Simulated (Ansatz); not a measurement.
This geometry of C3H6FNO (12 atoms, charge 0, multiplicity 1) is a first-order saddle point.

These are results of RKS B3LYP-D4/def2-SVP in Ansatz 0.2.0, not measurements.

```xyz
12
Properties=species:S:1:pos:R:3
C -0.366 -0.975 1.736
N -0.577 -0.171 0.781
C -0.487 -0.632 -0.572
F 0.011 -1.917 -0.675
O 0.319 0.163 -1.355
C 0.721 1.439 -0.892
H -0.448 -0.607 2.769
H -0.101 -2.035 1.590
H -1.517 -0.674 -0.982
H 1.332 1.869 -1.697
H 1.328 1.382 0.027
H -0.138 2.103 -0.696
```

Which two structures does it join? (They come from a converged band through this point; their orientation in space is the band's.)

No bond is made or broken. The dihedral N2–C3–O5–C6 goes from -69 to 54°.

Initial state:

```xyz
12
Properties=species:S:1:pos:R:3
C -0.325 -1.219 1.834
N -0.319 -0.257 1.011
C -0.350 -0.520 -0.400
F -0.256 -1.851 -0.710
O 0.712 0.090 -1.032
C 0.653 1.501 -1.065
H -0.287 -0.998 2.911
H -0.367 -2.279 1.533
H -1.325 -0.154 -0.790
H 1.532 1.844 -1.627
H 0.671 1.933 -0.051
H -0.261 1.854 -1.581
```

Final state:

```xyz
12
Properties=species:S:1:pos:R:3
C -0.423 -0.903 1.723
N -0.897 -0.211 0.775
C -0.614 -0.563 -0.587
F 0.405 -1.516 -0.676
O -0.296 0.522 -1.353
C 0.759 1.340 -0.870
H -0.668 -0.622 2.758
H 0.228 -1.781 1.573
H -1.516 -1.018 -1.032
H 0.909 2.130 -1.617
H 1.694 0.766 -0.760
H 0.496 1.799 0.099
```

How far does it lie above each of them?

0.081 eV above the first and 0.159 eV above the second. This is the barrier of this one path; another mechanism may lie lower.

Run time: 3.7 min on 2 threads of AMD EPYC 7R43 64-Core Processor (Zen 3), with other jobs on the host, peak memory 0.29 GiB.
